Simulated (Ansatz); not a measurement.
# C3H4 (singlet): the correlation ladder, STO-3G

Aim: climb from Hartree-Fock through coupled cluster and multireference methods for C3H4 (singlet) at one geometry and basis, and see what each rung misses.

Computed with Ansatz 0.2.0, Gaussian basis. Level: STO-3G, core rule «outside noble gas», up to 3 orbitals frozen.

To be run: UHF; CCSD(T) on RHF; CCSD(T) on UHF; BCCD(T) on RHF; CISD; CCSDT(Q) on RHF; CCSDT(Q) on UHF; CISDTQ; CCSDTQ on RHF; CCSDTQ on UHF; CASSCF and MRCISD+Q, 8 electrons in 8 orbitals; CASSCF and NEVPT4(SD), 8 electrons in 8 orbitals; CASSCF and NEVPT2, 8 electrons in 8 orbitals; Full CI.

17 further runs of the same task are left out: 17 set aside as unsound or not needed.

### 1 What is computed

The geometry is an MP2(full)/6-31G* stationary point (not a proven minimum).

7 atoms, charge 0, spin multiplicity 1.

Atoms are counted from 1 here; the program's logs count them from 0.

Bond lengths: C1–C2 1.505 Å, C1–C3 1.505 Å, C1–H4 1.091 Å, C1–H5 1.091 Å, C2–C3 1.301 Å, C2–H6 1.078 Å, C3–H7 1.078 Å. Angles: C2–C1–C3 51.2°, C2–C1–H4 119.6°, C2–C1–H5 119.6°, C3–C1–H4 119.6°, C3–C1–H5 119.6°, H4–C1–H5 113.5°, C1–C2–C3 64.4°, C1–C2–H6 145.6°, C3–C2–H6 150.0°, C1–C3–C2 64.4°, C1–C3–H7 145.6°, C2–C3–H7 150.0°.

### 2 UHF

File in.yaml:

```yaml
crystal:
  periodic: [false, false, false]
  atoms:
    - {symbol: C, position_ang: [0.000000, 0.000000, 0.879033]}
    - {symbol: C, position_ang: [0.000000, -0.650545, -0.478068]}
    - {symbol: C, position_ang: [0.000000, 0.650545, -0.478068]}
    - {symbol: H, position_ang: [0.912438, 0.000000, 1.477121]}
    - {symbol: H, position_ang: [-0.912438, 0.000000, 1.477121]}
    - {symbol: H, position_ang: [0.000000, -1.584098, -1.017735]}
    - {symbol: H, position_ang: [0.000000, 1.584098, -1.017735]}
basis:
  gaussian: {orbitals: STO-3G}
magnetization: {spin_polarized: true, initial_magnetization: 0}
hamiltonian: {xc: hf}
output: {orbitals: {seedname: orbitals}}
```

Started as:

```
$ ansatz run in.yaml --threads 1 --pin off --events-out ev --progress --plain --max-ram 4160MiB --backend cpu
```

The runs that follow: CCSD(T) on RHF; CCSD(T) on UHF; BCCD(T) on RHF; CISD; CCSDT(Q) on RHF; CCSDT(Q) on UHF; CISDTQ; CCSDTQ on RHF; CCSDTQ on UHF; CASSCF and MRCISD+Q, 8 electrons in 8 orbitals; CASSCF and NEVPT4(SD), 8 electrons in 8 orbitals; CASSCF and NEVPT2, 8 electrons in 8 orbitals; Full CI.

Q: Predict the results of all the runs planned. Wanted: FCI below the RHF energy; RMP2 from FCI; RCCSD from FCI; RCCSD(T) from FCI; RCCSDT(Q) from FCI; NEVPT2 frontier from FCI; NEVPT4(SD) frontier from FCI; MRCISD+Q frontier from FCI; T1 diagnostic.

As calculated:

| quantity | value |
| --- | --- |
| FCI below the RHF energy | -6.2047 eV |
| RMP2 from FCI | +123.1 kJ/mol |
| RCCSD from FCI | +9.0 kJ/mol |
| RCCSD(T) from FCI | +3.6 kJ/mol |
| RCCSDT(Q) from FCI | +0.3 kJ/mol |
| NEVPT2 frontier from FCI | +80.9 kJ/mol |
| NEVPT4(SD) frontier from FCI | +11.4 kJ/mol |
| MRCISD+Q frontier from FCI | -1.0 kJ/mol |
| levels within 1 kcal/mol (43 meV) | RCCSD(T), BCCD(T), RCCSDT, CISDTQ, RCCSDT(Q), RCCSDTQ, MRCISD+Q frontier |
| T1 diagnostic | 0.003 |
| effectively unpaired electrons | 0.12 |

In words: RCCSD(T) misses by +3.6 kJ/mol, 0.6 % of the correlation energy. MRCISD+Q frontier falls below full CI: the +Q correction isn't variational, and the cores differ from full CI's. One determinant dominates. Of the multireference levels listed MRCISD+Q frontier comes nearest in total energy (-1.0 kJ/mol), which doesn't show that its space is the better one. These misses are within one basis, not against nature.
